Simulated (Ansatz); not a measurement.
Nb (model structure, started from the beta-Sn type, I4₁/amd, No. 141, 2 atoms in the cell)

Level of theory: r²SCAN (PAW; Ansatz, a program for electronic structure).

Numerical settings: plane-wave cutoff 500 eV, 30×30×30 k mesh, Fermi–Dirac smearing 0.1 eV, no spin polarisation, scalar-relativistic PAW data made under PBE.

Cell (relaxed at this level):

Nb is modelled in the tetragonal space group I4₁/amd, origin choice 1 (No. 141), Pearson symbol tI4. Cell: a = b = 5.182 Å, c = 2.833 Å, α = β = γ = 90.00°. Nb on 4a sees 4 Nb at 2.686 Å and 2 Nb at 2.833 Å. (Neighbours: up to the widest gap in distance over summed covalent radii, below 1.35, at either atom.)
(The calculation used a cell of 2 atoms; values per cell refer to that cell.)

```yaml
band_gap: none
```

Note: the relaxation could raise the start's symmetry but not lower it, so the cell can be a saddle point.

Spin–orbit coupling is not included.

Computed values are for the static lattice.

Computing time: very roughly 5 core-minutes.

A model structure was made by putting elements into a prototype or built by hand; it is no filed structure, need not be a known phase, and can be a saddle point held by its symmetry.
